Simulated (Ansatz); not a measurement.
The reference is Al in the fcc (Cu type) structure (space group Fm-3m, No. 225).

```cif
data_Al4
_chemical_formula_sum 'Al4'
_space_group_name_H-M_alt 'Fm-3m'
_space_group_IT_number 225
_space_group_name_Hall '-F 4 2 3'
_cell_length_a 3.99201
_cell_length_b 3.99201
_cell_length_c 3.99201
_cell_angle_alpha 90.000
_cell_angle_beta 90.000
_cell_angle_gamma 90.000
loop_
_atom_site_label
_atom_site_type_symbol
_atom_site_symmetry_multiplicity
_atom_site_Wyckoff_symbol
_atom_site_fract_x
_atom_site_fract_y
_atom_site_fract_z
_atom_site_occupancy
Al1 Al 4 a 0.00000 0.00000 0.00000 1
```
(The calculation used a cell of 1 atom; values per cell refer to that cell.)

Method: r2SCAN/PAW in Ansatz (an electronic-structure program), without spin-orbit coupling.

```json
[
 {"level": "r2SCAN", "lattice parameter a": "3.992 Å"}
]
```

What does experiment give, and how far off is each level?

Measured: lattice parameter a 4.018 Å (static lattice; corrected from measurement; as listed in Daniel Mejia-Rodriguez, S. B. Trickey, Phys. Rev. B (2018)). Computed minus measured — lattice parameter a: r2SCAN -0.6 %.

Stability against distortions was not tested.
